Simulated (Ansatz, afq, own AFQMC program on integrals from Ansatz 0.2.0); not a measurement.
**CH2Si⁺, doublet: AFQMC among the cluster methods**

```xyz
4

Si    0.0000    0.0000    0.4697
C     0.0000    0.0000   -1.3049
H     0.0000    1.2713    1.2312
H     0.0000   -1.2713    1.2312
```

Connectivity, by distances: SiH2–C.

Basis cc-pVDZ. Only valence electrons are correlated. Ansatz 0.2.0 and our own AFQMC program on the same integrals; the CISD trial comes from CCSD amplitudes, and released means the phaseless constraint is let go. ± is one standard error of the sampling.

Determinant: ROHF, the one that the program's search chose, which needn't be the lowest solution. The geometry is a PBE0/def2-TZVP stationary point of this or a neighbouring charge and spin state.

No full CI on the walks' own integrals is used here; CCSDT(Q) serves as the reference and is uncertain by about the last step of the cluster series.

Cautions: higher spins were not checked; a spin-contaminated unrestricted determinant lies lower (UHF 578 meV lower, ⟨S²⟩ 1.48); the released energies move by 1.5 errors or more from one time to the next, so no released level is given (meV from the phaseless value at times in 1/Eh: -10 ± 3 at 0.24, -15.0 ± 2.3 at 0.51, -20 ± 3 at 0.99, -18 ± 4 at 1.62, -30 ± 4 at 2.40), though the last usable value meets CCSDT(Q) within the noise; the ph-AFQMC/CISD walk drifts between its halves (2.1 errors).

```
T1 diagnostic                               : 0.0263
weight of the determinant in the CISD state : 0.870
size of the correlated space                : 9 electrons in 36 orbitals
```

Reference: CCSDT(Q), correlation energy -5.516 eV.

```
        level  E − E(reference) (kJ/mol)  share of correlation (%)
           HF                      532.2                      0.00
          MP2                      137.6                     74.15
         CCSD                       20.4                     96.17
      CCSD(T)                        5.2                     99.02
        CCSDT                        0.9                     99.83
ph-AFQMC/CISD                  2.3 ± 0.3                     99.57
```

A walk keeps the symmetry of its determinant, which the program's search chose and which needn't be the lowest solution, so a lower state of the same spin and another symmetry isn't excluded.
